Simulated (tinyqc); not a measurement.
Inside a calculation. Method: UKS/PBE0 in the sto-3g basis, for LiH+, spin multiplicity 2. One step of it, computed by the program tinyqc.

Task: Iteration 2: building the Kohn-Sham matrix. J_ij = sum D_kl (ij|kl) with D = D(alpha) + D(beta), K_ij = sum D_kl (ik|jl) for each spin; F = H + J - 0.25 K(s) + V_xc; E = tr D H + tr D J / 2 - 0.125 sum_s tr D(s) K(s) + E_xc + E_nn.

D(alpha) after iteration 1, lower triangle:
```
            1Li 1s    1Li 2s   1Li 2px   1Li 2py   1Li 2pz     2H 1s
1Li 1s    0.984969
1Li 2s    0.024635  0.044916
1Li 2px   0.000000  0.000000  0.000000
1Li 2py   0.000000  0.000000  0.000000  0.000000
1Li 2pz  -0.011987  0.041949  0.000000  0.000000  0.040439
2H 1s    -0.071220  0.174365  0.000000  0.000000  0.168857  0.705542
```

D(beta) after iteration 1, lower triangle:
```
            1Li 1s     1Li 2s   1Li 2px   1Li 2py    1Li 2pz     2H 1s
1Li 1s    0.980509
1Li 2s    0.037902   0.001465
1Li 2px   0.000000   0.000000  0.000000
1Li 2py   0.000000   0.000000  0.000000  0.000000
1Li 2pz   0.001143   0.000044  0.000000  0.000000   0.000001
2H 1s    -0.005051  -0.000195  0.000000  0.000000  -0.000006  0.000026
```

core Hamiltonian H = T + V (hartree), lower triangle:
```
            1Li 1s     1Li 2s    1Li 2px    1Li 2py    1Li 2pz      2H 1s
1Li 1s   -4.647068
1Li 2s   -1.042688  -1.336548
1Li 2px   0.000000   0.000000  -1.087211
1Li 2py   0.000000   0.000000   0.000000  -1.087211
1Li 2pz  -0.008550  -0.088071   0.000000   0.000000  -1.153750
2H 1s    -0.077953  -0.389004   0.000000   0.000000  -0.537313  -1.189409
```

Two-electron integrals (ij|kl) in chemists' order, unique and non-zero (hartree):
```
(11|11) 1.680395   (21|11) 0.265420   (21|21) 0.049941   (22|11) 0.397727
(22|21) 0.092860   (22|22) 0.290562   (31|31) 0.008981   (32|31) 0.013788
(32|32) 0.064184   (33|11) 0.396640   (33|21) 0.092880   (33|22) 0.290497
(33|33) 0.312946   (41|41) 0.008981   (42|41) 0.013788   (42|42) 0.064184
(43|43) 0.016869   (44|11) 0.396640   (44|21) 0.092880   (44|22) 0.290497
(44|33) 0.279207   (44|44) 0.312946   (51|51) 0.008981   (52|51) 0.013788
(52|52) 0.064184   (53|53) 0.016869   (54|54) 0.016869   (55|11) 0.396640
(55|21) 0.092880   (55|22) 0.290497   (55|33) 0.279207   (55|44) 0.279207
(55|55) 0.312946   (61|11) 0.018273   (61|21) 0.003481   (61|22) 0.006679
(61|33) 0.006597   (61|44) 0.006597   (61|51) 0.000461   (61|52) 0.000901
(61|55) 0.006848   (61|61) 0.000271   (62|11) 0.076861   (62|21) 0.018324
(62|22) 0.065393   (62|33) 0.061564   (62|44) 0.061564   (62|51) 0.002809
(62|52) 0.020660   (62|55) 0.072994   (62|61) 0.001563   (62|62) 0.029688
(63|31) 0.001057   (63|32) 0.005820   (63|53) 0.002729   (63|63) 0.001527
(64|41) 0.001057   (64|42) 0.005820   (64|54) 0.002729   (64|64) 0.001527
(65|11) 0.106071   (65|21) 0.025436   (65|22) 0.093098   (65|33) 0.086707
(65|44) 0.086707   (65|51) 0.004315   (65|52) 0.031932   (65|55) 0.105796
(65|61) 0.002214   (65|62) 0.045217   (65|65) 0.069263   (66|11) 0.240918
(66|21) 0.058068   (66|22) 0.228265   (66|33) 0.209271   (66|44) 0.209271
(66|51) 0.008496   (66|52) 0.082136   (66|55) 0.266128   (66|61) 0.004986
(66|62) 0.136987   (66|65) 0.214043   (66|66) 0.774606
```

nuclear repulsion = 0.72291969 hartree

V_xc(alpha) (hartree), lower triangle:
```
            1Li 1s     1Li 2s    1Li 2px    1Li 2py    1Li 2pz      2H 1s
1Li 1s   -0.836838
1Li 2s   -0.105617  -0.101206
1Li 2px   0.000000   0.000000  -0.091973
1Li 2py   0.000000   0.000000   0.000000  -0.091973
1Li 2pz  -0.000689  -0.030994   0.000000   0.000000  -0.117241
2H 1s    -0.007256  -0.056160   0.000000   0.000000  -0.087499  -0.349586
```

V_xc(beta) (hartree), lower triangle:
```
            1Li 1s     1Li 2s    1Li 2px    1Li 2py    1Li 2pz     2H 1s
1Li 1s   -0.835643
1Li 2s   -0.105026  -0.061553
1Li 2px   0.000000   0.000000  -0.067953
1Li 2py   0.000000   0.000000   0.000000  -0.067953
1Li 2pz  -0.000358   0.009918   0.000000   0.000000  -0.046568
2H 1s    -0.007116   0.058940   0.000000   0.000000   0.104700  0.589027
```

E_xc = sum of w rho eps_xc = -1.53480852 hartree

Give: Coulomb J; exchange K(alpha); exchange K(beta); F(alpha); F(beta); total energy of this density.

Result:

Coulomb J (hartree), lower triangle:
```
         1Li 1s  1Li 2s  1Li 2px  1Li 2py  1Li 2pz  2H 1s
1Li 1s    3.600
1Li 2s    0.591   1.033
1Li 2px   0.000   0.000    1.013
1Li 2py   0.000   0.000    0.000    1.013
1Li 2pz   0.009   0.081    0.000    0.000    1.065
2H 1s     0.042   0.283    0.000    0.000    0.413  1.175
```

exchange K(alpha) (hartree), lower triangle:
```
         1Li 1s  1Li 2s  1Li 2px  1Li 2py  1Li 2pz  2H 1s
1Li 1s    1.670
1Li 2s    0.278   0.118
1Li 2px   0.000   0.000    0.017
1Li 2py   0.000   0.000    0.000    0.017
1Li 2pz   0.000   0.081    0.000    0.000    0.120
2H 1s     0.019   0.172    0.000    0.000    0.239  0.674
```

exchange K(beta) (hartree), lower triangle:
```
         1Li 1s  1Li 2s  1Li 2px  1Li 2py  1Li 2pz  2H 1s
1Li 1s    1.668
1Li 2s    0.277   0.056
1Li 2px   0.000   0.000    0.010
1Li 2py   0.000   0.000    0.000    0.010
1Li 2pz   0.000   0.000    0.000    0.000    0.010
2H 1s     0.020   0.004    0.000    0.000    0.001  0.000
```

F(alpha) (hartree), lower triangle:
```
         1Li 1s  1Li 2s  1Li 2px  1Li 2py  1Li 2pz   2H 1s
1Li 1s   -2.301
1Li 2s   -0.626  -0.434
1Li 2px   0.000   0.000   -0.170
1Li 2py   0.000   0.000    0.000   -0.170
1Li 2pz   0.000  -0.058    0.000    0.000   -0.236
2H 1s    -0.048  -0.205    0.000    0.000   -0.272  -0.533
```

F(beta) (hartree), lower triangle:
```
         1Li 1s  1Li 2s  1Li 2px  1Li 2py  1Li 2pz  2H 1s
1Li 1s   -2.299
1Li 2s   -0.626  -0.379
1Li 2px   0.000   0.000   -0.144
1Li 2py   0.000   0.000    0.000   -0.144
1Li 2pz   0.000   0.003    0.000    0.000   -0.138
2H 1s    -0.048  -0.048    0.000    0.000   -0.020  0.574
```

total energy of this density = -7.67518 hartree
